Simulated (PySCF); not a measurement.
# C2H3Al (ethynylalumane): the cost of one run

Programs: PySCF 2.14.0, with density-fitted response routines of our own. Each step states its level of theory. These are calculated values for one molecule in the gas phase, unless marked as measured. Atoms are numbered from 0 throughout.

### Step 1. The molecule as given

6 atoms, charge 0, multiplicity 1; geometry from: GFN2-xTB. The atoms were then displaced at random by about 0.01 Å, so the start is not that level's minimum.

Bonds of the start (Å): C0–C1 1.24, C1–Al2 1.96, C0–H3 1.07, Al2–H4 1.54, Al2–H5 1.55.

### Step 2. Optimising the geometry at PBE0-D3(BJ)/def2-SVP

The job: settings as JSON, then the geometry in Å.

```
{"job": {"xc": "PBE0", "basis": "def2-SVP", "d3": "d3bj", "grid": 1, "shake": 0.01, "kind": "geom"}, "charge": 0, "multiplicity": 1}
C      1.886320    -0.250160    -0.119530
C      0.658850    -0.076450    -0.044510
Al    -1.281780     0.153110     0.076620
H      2.944620    -0.354560    -0.197510
H     -2.247710    -1.046320    -0.008910
H     -1.936140     1.544370     0.275480
```

Command:

```bash
$ OMP_NUM_THREADS=1 python probes_run.py task.json out
```

One launch serves the whole session: the jobs run in the order shown.

**Question.** How long does this first job take on 1 thread of Arm Neoverse V2, shared host, and how much memory does it need?

About 5.6 s, with a peak of 0.29 GiB.
